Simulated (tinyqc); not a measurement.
Worked calculation: coupled-perturbed Hartree-Fock on RHF in the sto-3g basis, for H2F+, spin multiplicity 1. Computed by tinyqc, a small Python program that keeps every step (integrals from PySCF). Settings: charge = 1, multiplicity = 1, basis = sto-3g, method = RHF, energy threshold = 1e-10, iteration cap = 86, orthogonalisation = symmetric, start = core, DIIS depth = 6. Command: `OMP_NUM_THREADS=1 python tinyqc.py 29488 29489 out.jsonl` (the two numbers bound the seeds that draw the settings). One thread of a shared host (Intel(R) Xeon(R) Processor @ 2.60GHz), about 0.2 s of CPU time with the checks. The early iterations of the SCF are left out here.

## One-electron integrals

Geometry (angstrom):
```
atom,x,y,z
F,0.000000,0.000000,0.000000
H,0.000000,0.978000,0.605000
H,0.000000,-0.978000,0.605000
```

Basis sto-3g: exponents (1/bohr^2) and contraction coefficients of normalised primitives:
```
element,l (shell),exponent,coefficient
F,s (1),166.679130,0.154329
F,s (1),30.360812,0.535328
F,s (1),8.216821,0.444635
F,s (2),6.464803,-0.099967
F,s (2),1.502281,0.399513
F,s (2),0.488588,0.700115
F,p (3),6.464803,0.155916
F,p (3),1.502281,0.607684
F,p (3),0.488588,0.391957
H,s (1),3.425251,0.154329
H,s (1),0.623914,0.535328
H,s (1),0.168855,0.444635
```

Overlap, kinetic and nuclear-attraction integrals over the contracted functions; the nuclear repulsion is the sum of Za Zb / Rab.

nuclear repulsion = 8.55328605 hartree

overlap S:
```
,1F 1s,1F 2s,1F 2px,1F 2py,1F 2pz,2H 1s,3H 1s
1F 1s,1.000000,0.237990,0.000000,0.000000,0.000000,0.028331,0.028331
1F 2s,0.237990,1.000000,0.000000,0.000000,0.000000,0.308875,0.308875
1F 2px,0.000000,0.000000,1.000000,0.000000,0.000000,0.000000,0.000000
1F 2py,0.000000,0.000000,0.000000,1.000000,0.000000,0.224766,-0.224766
1F 2pz,0.000000,0.000000,0.000000,0.000000,1.000000,0.139042,0.139042
2H 1s,0.028331,0.308875,0.000000,0.224766,0.139042,1.000000,0.128089
3H 1s,0.028331,0.308875,0.000000,-0.224766,0.139042,0.128089,1.000000
```

kinetic energy T (hartree):
```
,1F 1s,1F 2s,1F 2px,1F 2py,1F 2pz,2H 1s,3H 1s
1F 1s,36.984577,-0.212858,0.000000,0.000000,0.000000,-0.007722,-0.007722
1F 2s,-0.212858,1.037995,0.000000,0.000000,0.000000,0.036250,0.036250
1F 2px,0.000000,0.000000,3.248015,0.000000,0.000000,0.000000,0.000000
1F 2py,0.000000,0.000000,0.000000,3.248015,0.000000,0.106763,-0.106763
1F 2pz,0.000000,0.000000,0.000000,0.000000,3.248015,0.066045,0.066045
2H 1s,-0.007722,0.036250,0.000000,0.106763,0.066045,0.760032,-0.009519
3H 1s,-0.007722,0.036250,0.000000,-0.106763,0.066045,-0.009519,0.760032
```

nuclear attraction V (hartree):
```
,1F 1s,1F 2s,1F 2px,1F 2py,1F 2pz,2H 1s,3H 1s
1F 1s,-77.929885,-9.395832,0.000000,0.000000,-0.010073,-1.145750,-1.145750
1F 2s,-9.395832,-12.460421,0.000000,0.000000,-0.124869,-2.811575,-2.811575
1F 2px,0.000000,0.000000,-12.324105,0.000000,0.000000,0.000000,0.000000
1F 2py,0.000000,0.000000,0.000000,-12.418494,0.000000,-1.755015,1.755015
1F 2pz,-0.010073,-0.124869,0.000000,0.000000,-12.360226,-1.113313,-1.113313
2H 1s,-1.145750,-2.811575,0.000000,-1.755015,-1.113313,-5.567952,-0.826176
3H 1s,-1.145750,-2.811575,0.000000,1.755015,-1.113313,-0.826176,-5.567952
```

core Hamiltonian H = T + V (hartree):
```
,1F 1s,1F 2s,1F 2px,1F 2py,1F 2pz,2H 1s,3H 1s
1F 1s,-40.945308,-9.608690,0.000000,0.000000,-0.010073,-1.153472,-1.153472
1F 2s,-9.608690,-11.422426,0.000000,0.000000,-0.124869,-2.775324,-2.775324
1F 2px,0.000000,0.000000,-9.076091,0.000000,0.000000,0.000000,0.000000
1F 2py,0.000000,0.000000,0.000000,-9.170479,0.000000,-1.648252,1.648252
1F 2pz,-0.010073,-0.124869,0.000000,0.000000,-9.112211,-1.047268,-1.047268
2H 1s,-1.153472,-2.775324,0.000000,-1.648252,-1.047268,-4.807920,-0.835696
3H 1s,-1.153472,-2.775324,0.000000,1.648252,-1.047268,-0.835696,-4.807920
```

## Two-electron integrals

Functions are numbered as in S; the eight-fold symmetry (ij|kl) = (ji|kl) = (kl|ij) leaves the list below.

Two-electron integrals (ij|kl) in chemists' order, unique and non-zero (hartree):
```
i,j,k,l,(ij|kl)
1,1,1,1,5.403501
2,1,1,1,0.841920
2,1,2,1,0.156299
2,2,1,1,1.268028
2,2,2,1,0.292344
2,2,2,2,0.926167
3,1,3,1,0.027998
3,2,3,1,0.043169
3,2,3,2,0.204588
3,3,1,1,1.264502
3,3,2,1,0.292403
3,3,2,2,0.925959
3,3,3,3,0.997514
4,1,4,1,0.027998
4,2,4,1,0.043169
4,2,4,2,0.204588
4,3,4,3,0.053770
4,4,1,1,1.264502
4,4,2,1,0.292403
4,4,2,2,0.925959
4,4,3,3,0.889973
4,4,4,4,0.997514
5,1,5,1,0.027998
5,2,5,1,0.043169
5,2,5,2,0.204588
5,3,5,3,0.053770
5,4,5,4,0.053770
5,5,1,1,1.264502
5,5,2,1,0.292403
5,5,2,2,0.925959
5,5,3,3,0.889973
5,5,4,4,0.889973
5,5,5,5,0.997514
6,1,1,1,0.101468
6,1,2,1,0.018690
6,1,2,2,0.034777
6,1,3,3,0.034724
6,1,4,1,0.000643
6,1,4,2,0.001213
6,1,4,4,0.034844
6,1,5,1,0.000398
6,1,5,2,0.000750
6,1,5,4,0.000075
6,1,5,5,0.034770
6,1,6,1,0.002257
6,2,1,1,0.272896
6,2,2,1,0.063830
6,2,2,2,0.227525
6,2,3,3,0.224111
6,2,4,1,0.003695
6,2,4,2,0.029586
6,2,4,4,0.231354
6,2,5,1,0.002286
6,2,5,2,0.018302
6,2,5,4,0.004480
6,2,5,5,0.226883
6,2,6,1,0.007753
6,2,6,2,0.070467
6,3,3,1,0.006488
6,3,3,2,0.039180
6,3,4,3,0.006129
6,3,5,3,0.003792
6,3,6,3,0.010154
6,4,1,1,0.163601
6,4,2,1,0.038738
6,4,2,2,0.147825
6,4,3,3,0.141630
6,4,4,1,0.008441
6,4,4,2,0.057278
6,4,4,4,0.158340
6,4,5,1,0.001209
6,4,5,2,0.011196
6,4,5,4,0.006546
6,4,5,5,0.143334
6,4,6,1,0.004889
6,4,6,2,0.056244
6,4,6,4,0.054743
6,5,1,1,0.101205
6,5,2,1,0.023964
6,5,2,2,0.091446
6,5,3,3,0.087614
6,5,4,1,0.001209
6,5,4,2,0.011196
6,5,4,4,0.090368
6,5,5,1,0.007235
6,5,5,2,0.046106
6,5,5,4,0.007833
6,5,5,5,0.096251
6,5,6,1,0.003024
6,5,6,2,0.034793
6,5,6,4,0.027583
6,5,6,5,0.027217
6,6,1,1,0.452096
6,6,2,1,0.107454
6,6,2,2,0.442743
6,6,3,3,0.428500
6,6,4,1,0.007301
6,6,4,2,0.083443
6,6,4,4,0.459083
6,6,5,1,0.004517
6,6,5,2,0.051619
6,6,5,4,0.018919
6,6,5,5,0.440203
6,6,6,1,0.013114
6,6,6,2,0.181275
6,6,6,4,0.168552
6,6,6,5,0.104268
6,6,6,6,0.774606
7,1,1,1,0.101468
7,1,2,1,0.018690
7,1,2,2,0.034777
7,1,3,3,0.034724
7,1,4,1,-0.000643
7,1,4,2,-0.001213
7,1,4,4,0.034844
7,1,5,1,0.000398
7,1,5,2,0.000750
7,1,5,4,-0.000075
7,1,5,5,0.034770
7,1,6,1,0.002226
7,1,6,2,0.007527
7,1,6,4,0.004388
7,1,6,5,0.002939
7,1,6,6,0.012651
7,1,7,1,0.002257
7,2,1,1,0.272896
7,2,2,1,0.063830
7,2,2,2,0.227525
7,2,3,3,0.224111
7,2,4,1,-0.003695
7,2,4,2,-0.029586
7,2,4,4,0.231354
7,2,5,1,0.002286
7,2,5,2,0.018302
7,2,5,4,-0.004480
7,2,5,5,0.226883
7,2,6,1,0.007527
7,2,6,2,0.056063
7,2,6,4,0.031084
7,2,6,5,0.026779
7,2,6,6,0.115427
7,2,7,1,0.007753
7,2,7,2,0.070467
7,3,3,1,0.006488
7,3,3,2,0.039180
7,3,4,3,-0.006129
7,3,5,3,0.003792
7,3,6,3,0.007760
7,3,7,3,0.010154
7,4,1,1,-0.163601
7,4,2,1,-0.038738
7,4,2,2,-0.147825
7,4,3,3,-0.141630
7,4,4,1,0.008441
7,4,4,2,0.057278
7,4,4,4,-0.158340
7,4,5,1,-0.001209
7,4,5,2,-0.011196
7,4,5,4,0.006546
7,4,5,5,-0.143334
7,4,6,1,-0.004388
7,4,6,2,-0.031084
7,4,6,4,-0.009848
7,4,6,5,-0.014592
7,4,6,6,-0.059618
7,4,7,1,-0.004889
7,4,7,2,-0.056244
7,4,7,4,0.054743
7,5,1,1,0.101205
7,5,2,1,0.023964
7,5,2,2,0.091446
7,5,3,3,0.087614
7,5,4,1,-0.001209
7,5,4,2,-0.011196
7,5,4,4,0.090368
7,5,5,1,0.007235
7,5,5,2,0.046106
7,5,5,4,-0.007833
7,5,5,5,0.096251
7,5,6,1,0.002939
7,5,6,2,0.026779
7,5,6,4,0.014592
7,5,6,5,0.020406
7,5,6,6,0.060525
7,5,7,1,0.003024
7,5,7,2,0.034793
7,5,7,4,-0.027583
7,5,7,5,0.027217
7,6,1,1,0.075757
7,6,2,1,0.017900
7,6,2,2,0.069938
7,6,3,3,0.068668
7,6,4,4,0.070084
7,6,5,1,0.001010
7,6,5,2,0.009928
7,6,5,5,0.070989
7,6,6,1,0.002150
7,6,6,2,0.021640
7,6,6,4,0.015233
7,6,6,5,0.012249
7,6,6,6,0.060698
7,6,7,1,0.002150
7,6,7,2,0.021640
7,6,7,4,-0.015233
7,6,7,5,0.012249
7,6,7,6,0.008521
7,7,1,1,0.452096
7,7,2,1,0.107454
7,7,2,2,0.442743
7,7,3,3,0.428500
7,7,4,1,-0.007301
7,7,4,2,-0.083443
7,7,4,4,0.459083
7,7,5,1,0.004517
7,7,5,2,0.051619
7,7,5,4,-0.018919
7,7,5,5,0.440203
7,7,6,1,0.012651
7,7,6,2,0.115427
7,7,6,4,0.059618
7,7,6,5,0.060525
7,7,6,6,0.269465
7,7,7,1,0.013114
7,7,7,2,0.181275
7,7,7,4,-0.168552
7,7,7,5,0.104268
7,7,7,6,0.060698
7,7,7,7,0.774606
```

## Orthogonalisation

S = U s U^T; symmetric (Loewdin) form X = U s^(-1/2) U^T, so that X^T S X = 1.

eigenvalues of S: 0.535505  0.611701  0.907450  1.000000  1.084867  1.260210  1.600266

X:
```
,1F 1s,1F 2s,1F 2px,1F 2py,1F 2pz,2H 1s,3H 1s
1F 1s,1.023312,-0.132360,0.000000,0.000000,-0.003916,0.015265,0.015265
1F 2s,-0.132360,1.102488,0.000000,0.000000,0.035282,-0.166125,-0.166125
1F 2px,0.000000,0.000000,1.000000,0.000000,0.000000,0.000000,0.000000
1F 2py,0.000000,0.000000,0.000000,1.046395,0.000000,-0.134404,0.134404
1F 2pz,-0.003916,0.035282,0.000000,0.000000,1.015499,-0.073274,-0.073274
2H 1s,0.015265,-0.166125,0.000000,-0.134404,-0.073274,1.074283,-0.048706
3H 1s,0.015265,-0.166125,0.000000,0.134404,-0.073274,-0.048706,1.074283
```

## Iteration 8 (converged): orbitals

converged F (hartree):
```
,1F 1s,1F 2s,1F 2px,1F 2py,1F 2pz,2H 1s,3H 1s
1F 1s,-26.538353,-6.768656,0.000000,0.000000,-0.019157,-0.820579,-0.820579
1F 2s,-6.768656,-3.549084,0.000000,0.000000,-0.074119,-0.905914,-0.905914
1F 2px,0.000000,0.000000,-0.976727,0.000000,0.000000,0.000000,0.000000
1F 2py,0.000000,0.000000,0.000000,-0.865459,0.000000,-0.462458,0.462458
1F 2pz,-0.019157,-0.074119,0.000000,0.000000,-0.913211,-0.329614,-0.329614
2H 1s,-0.820579,-0.905914,0.000000,-0.462458,-0.329614,-0.674771,-0.215049
3H 1s,-0.820579,-0.905914,0.000000,0.462458,-0.329614,-0.215049,-0.674771
```

Diagonalise F' = X^T F X, C = X C', fill 5 alpha and 5 beta electrons from the bottom; D = 2 C_occ C_occ^T. Each column has its largest component positive (the first on a tie).

F' = X^T F X (hartree):
```
,1,2,3,4,5,6,7
1,-26.062957,-3.426707,0.000000,0.000000,-0.035070,-0.073713,-0.073713
2,-3.426707,-2.259939,0.000000,0.000000,0.027062,-0.377622,-0.377622
3,0.000000,0.000000,-0.976727,0.000000,0.000000,0.000000,0.000000
4,0.000000,0.000000,0.000000,-0.704078,0.000000,-0.369033,0.369033
5,-0.035070,0.027062,0.000000,0.000000,-0.852874,-0.234974,-0.234974
6,-0.073713,-0.377622,0.000000,-0.369033,-0.234974,-0.377801,-0.045979
7,-0.073713,-0.377622,0.000000,0.369033,-0.234974,-0.045979,-0.377801
```

orbital energies (hartree): MO1 -26.547703, MO2 -1.955152, MO3 -1.072038, MO4 -0.989417, MO5 -0.976727, MO6 -0.107279, MO7 0.036138

coefficients C:
```
,MO1,MO2,MO3,MO4,MO5,MO6,MO7
1F 1s,0.994864,-0.253381,0.000000,0.054373,0.000000,0.090865,0.000000
1F 2s,0.021565,0.968969,0.000000,-0.269726,0.000000,-0.526614,0.000000
1F 2px,0.000000,0.000000,0.000000,0.000000,1.000000,0.000000,0.000000
1F 2py,0.000000,0.000000,0.745678,0.000000,0.000000,0.000000,0.758311
1F 2pz,0.001661,0.072947,0.000000,0.883475,0.000000,-0.507330,0.000000
2H 1s,-0.003262,0.078262,0.347722,0.224629,0.000000,0.708879,-0.726433
3H 1s,-0.003262,0.078262,-0.347722,0.224629,0.000000,0.708879,0.726433
```

D after iteration 8:
```
,1F 1s,1F 2s,1F 2px,1F 2py,1F 2pz,2H 1s,3H 1s
1F 1s,2.113825,-0.477460,0.000000,0.000000,0.062414,-0.021723,-0.021723
1F 2s,-0.477460,2.024234,0.000000,0.000000,-0.335152,0.030349,0.030349
1F 2px,0.000000,0.000000,2.000000,0.000000,0.000000,0.000000,0.000000
1F 2py,0.000000,0.000000,0.000000,1.112071,0.000000,0.518578,-0.518578
1F 2pz,0.062414,-0.335152,0.000000,0.000000,1.571705,0.408315,0.408315
2H 1s,-0.021723,0.030349,0.000000,0.518578,0.408315,0.355009,-0.128634
3H 1s,-0.021723,0.030349,0.000000,-0.518578,0.408315,-0.128634,0.355009
```

## Convergence

Stop when the energy changes by less than 1e-10 hartree and every element of the error matrix X^T (F D S - S D F) X is below 3e-06.

Course of the cycle:
```
iteration,E (hartree),change,largest element of the error matrix
1,-97.88875838,-,4.68e-01
2,-98.80627266,-9.18e-01,5.49e-02
3,-98.81310613,-6.83e-03,1.74e-02
4,-98.81362907,-5.23e-04,5.47e-03
5,-98.81368004,-5.10e-05,1.77e-03
6,-98.81368562,-5.57e-06,1.86e-04
7,-98.81368565,-3.43e-08,7.88e-07
8,-98.81368565,-8.95e-13,5.95e-10
```

PySCF RHF in the same basis = -98.81368565 hartree

Converged in 8 iterations.

## Integrals over molecular orbitals

(pq|rs) = sum C_ip C_jq C_kr C_ls (ij|kl), one index at a time.

one-electron integrals over orbitals h = C^T H C (hartree):
```
,1,2,3,4,5,6,7
1,-40.927803,0.700129,0.000000,-0.139267,0.000000,-0.242674,0.000000
2,0.700129,-9.544235,0.000000,0.349952,0.000000,1.207912,0.000000
3,0.000000,0.000000,-7.769177,0.000000,0.000000,0.000000,-2.262318
4,-0.139267,0.349952,0.000000,-8.508628,0.000000,1.522081,0.000000
5,0.000000,0.000000,0.000000,0.000000,-9.076091,0.000000,0.000000
6,-0.242674,1.207912,0.000000,1.522081,0.000000,-5.315736,0.000000
7,0.000000,0.000000,-2.262318,0.000000,0.000000,0.000000,-5.833845
```

Two-electron integrals over orbitals (pq|rs), unique and non-zero (hartree):
```
p,q,r,s,(pq|rs)
1,1,1,1,5.363562
2,1,1,1,-0.510537
2,1,2,1,0.076918
2,2,1,1,1.213534
2,2,2,1,-0.020759
2,2,2,2,0.860247
3,1,3,1,0.017185
3,2,3,1,0.025372
3,2,3,2,0.150696
3,3,1,1,0.963517
3,3,2,1,-0.008374
3,3,2,2,0.739299
3,3,3,3,0.703898
4,1,1,1,0.108435
4,1,2,1,-0.014344
4,1,2,2,0.010593
4,1,3,3,0.004139
4,1,4,1,0.026899
4,2,1,1,-0.089761
4,2,2,1,0.006470
4,2,2,2,-0.010445
4,2,3,3,-0.007143
4,2,4,1,0.031055
4,2,4,2,0.163438
4,3,3,1,-0.002733
4,3,3,2,0.009120
4,3,4,3,0.048158
4,4,1,1,1.142479
4,4,2,1,-0.013590
4,4,2,2,0.814397
4,4,3,3,0.691476
4,4,4,1,-0.008938
4,4,4,2,-0.080549
4,4,4,4,0.863749
5,1,5,1,0.029563
5,2,5,1,0.039498
5,2,5,2,0.184649
5,3,5,3,0.036834
5,4,5,1,-0.007829
5,4,5,2,-0.029169
5,4,5,4,0.051309
5,5,1,1,1.264021
5,5,2,1,-0.014491
5,5,2,2,0.885038
5,5,3,3,0.728764
5,5,4,1,0.003107
5,5,4,2,-0.049772
5,5,4,4,0.824280
5,5,5,5,0.997514
6,1,1,1,0.182893
6,1,2,1,-0.028761
6,1,2,2,0.004699
6,1,3,3,0.002108
6,1,4,1,-0.006889
6,1,4,2,-0.018308
6,1,4,4,0.010859
6,1,5,5,0.005199
6,1,6,1,0.016961
6,2,1,1,-0.253140
6,2,2,1,0.006766
6,2,2,2,-0.130612
6,2,3,3,-0.079402
6,2,4,1,-0.016790
6,2,4,2,-0.047731
6,2,4,4,-0.091632
6,2,5,5,-0.135089
6,2,6,1,0.005173
6,2,6,2,0.066599
6,3,3,1,-0.003297
6,3,3,2,0.024987
6,3,4,3,0.020372
6,3,6,3,0.072889
6,4,1,1,-0.289722
6,4,2,1,0.004124
6,4,2,2,-0.158517
6,4,3,3,-0.091140
6,4,4,1,-0.005566
6,4,4,2,0.009583
6,4,4,4,-0.162285
6,4,5,5,-0.163189
6,4,6,1,0.000796
6,4,6,2,0.057877
6,4,6,4,0.084059
6,5,5,1,-0.011952
6,5,5,2,-0.047034
6,5,5,4,-0.011093
6,5,6,5,0.022393
6,6,1,1,0.644547
6,6,2,1,-0.005049
6,6,2,2,0.535536
6,6,3,3,0.525388
6,6,4,1,0.013494
6,6,4,2,0.060935
6,6,4,4,0.513972
6,6,5,5,0.516237
6,6,6,1,-0.004506
6,6,6,2,-0.042826
6,6,6,4,-0.022092
6,6,6,6,0.523050
7,1,3,1,0.016275
7,1,3,2,0.023239
7,1,4,3,-0.002648
7,1,6,3,-0.002798
7,1,7,1,0.015425
7,2,3,1,0.017927
7,2,3,2,0.073043
7,2,4,3,-0.018568
7,2,6,3,-0.022660
7,2,7,1,0.016436
7,2,7,2,0.058372
7,3,1,1,0.433660
7,3,2,1,-0.008128
7,3,2,2,0.226223
7,3,3,3,0.167764
7,3,4,1,-0.000898
7,3,4,2,-0.052167
7,3,4,4,0.204723
7,3,5,5,0.242708
7,3,6,1,0.004381
7,3,6,2,-0.064516
7,3,6,4,-0.095690
7,3,6,6,0.012560
7,3,7,3,0.167079
7,4,3,1,-0.006240
7,4,3,2,-0.048929
7,4,4,3,0.004968
7,4,6,3,-0.046370
7,4,7,1,-0.005998
7,4,7,2,-0.010590
7,4,7,4,0.047622
7,5,5,3,0.025787
7,5,7,5,0.019942
7,6,3,1,-0.008661
7,6,3,2,-0.085343
7,6,4,3,-0.053091
7,6,6,3,-0.091474
7,6,7,1,-0.008292
7,6,7,2,0.002434
7,6,7,4,0.061737
7,6,7,6,0.166149
7,7,1,1,0.763596
7,7,2,1,-0.007330
7,7,2,2,0.590066
7,7,3,3,0.587913
7,7,4,1,0.002764
7,7,4,2,0.005911
7,7,4,4,0.568175
7,7,5,5,0.579463
7,7,6,1,0.001911
7,7,6,2,-0.039217
7,7,6,4,-0.031993
7,7,6,6,0.517233
7,7,7,3,0.069021
7,7,7,7,0.553548
```

## Response to a field: uncoupled start

dipole integrals <a|z|i> (bohr):
```
,i1,i2,i3,i4,i5
a6,-0.028526,0.018626,0.000000,0.405191,0.000000
a7,0.000000,0.000000,-0.558460,0.000000,0.000000
```

Field along z; U_ai = -mu_ai / (e_a - e_i), alpha = -4 sum U_ai mu_ai.

uncoupled U:
```
,i1,i2,i3,i4,i5
a6,0.001079,-0.010080,0.000000,-0.459328,0.000000
a7,0.000000,0.000000,0.503945,0.000000,0.000000
```

uncoupled polarisability = 1.871070 bohr^3

## Coupled step 1

U_ai = -(mu_ai + sum_bj [4 (ai|bj) - (ab|ij) - (aj|bi)] U_bj) / (e_a - e_i); alpha = -4 sum U_ai mu_ai.

U after step 1:
```
,i1,i2,i3,i4,i5
a6,0.000366,0.057013,0.000000,-0.432500,0.000000
a7,0.000000,0.000000,0.424544,0.000000,0.000000
```

polarisability = 1.645138 bohr^3

## Coupled step 2

As before.

U after step 2:
```
,i1,i2,i3,i4,i5
a6,0.000396,0.061127,0.000000,-0.458619,0.000000
a7,0.000000,0.000000,0.434296,0.000000,0.000000
```

polarisability = 1.708951 bohr^3

## Coupled polarisability

Repeat until U stops changing; compare with -d2E/dF2.

Course of the coupled iterations:
```
step,alpha (bohr^3)
0,1.871070
1,1.645138
2,1.708951
3,1.705084
4,1.708038
5,1.708375
6,1.708669
7,1.708776
8,1.708832
9,1.708859
10,1.708872
11,1.708878
12,1.708881
13,1.708883
14,1.708884
15,1.708884
16,1.708884
17,1.708884
18,1.708884
19,1.708884
20,1.708884
21,1.708884
22,1.708884
23,1.708884
```

coupled polarisability = 1.708884 bohr^3

finite-field check, fields of +/-0.001 au = 1.708885 bohr^3
